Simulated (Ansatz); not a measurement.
Results of the Gaussian-basis code of Ansatz.

Basis-set series for BH₇OSi (`[BH3-][OH+][SiH3]`). The species carries charge 0 and has multiplicity 1. The structure was optimised at the PBE0-D4/def2-TZVP level.

```csv
functional,basis,functions,energy (Eh),HOMO (eV),LUMO (eV)
PBE0-D4,def2-TZVPP,202,-393.58652,-8.09,-0.75
PBE0-D4,def2-QZVPP,394,-393.60316,-8.10,-0.90
ωB97M-V,def2-TZVPP,202,-393.75190,-10.46,0.91
ωB97M-V,def2-QZVPP,394,-393.76730,-10.47,0.53
```

Question: Give the rows for def2-SVP. (An estimate is asked.)

Answer: The calculation gave: 
| functional | basis | functions | energy (Eh) | HOMO (eV) | LUMO (eV) |
| --- | --- | --- | --- | --- | --- |
| PBE0-D4 | def2-SVP | 81 | -393.35628 | -7.96 | -0.33 |
| ωB97M-V | def2-SVP | 81 | -393.51401 | -10.27 | 1.55 |

Positive LUMOs are unbound and depend on the basis.
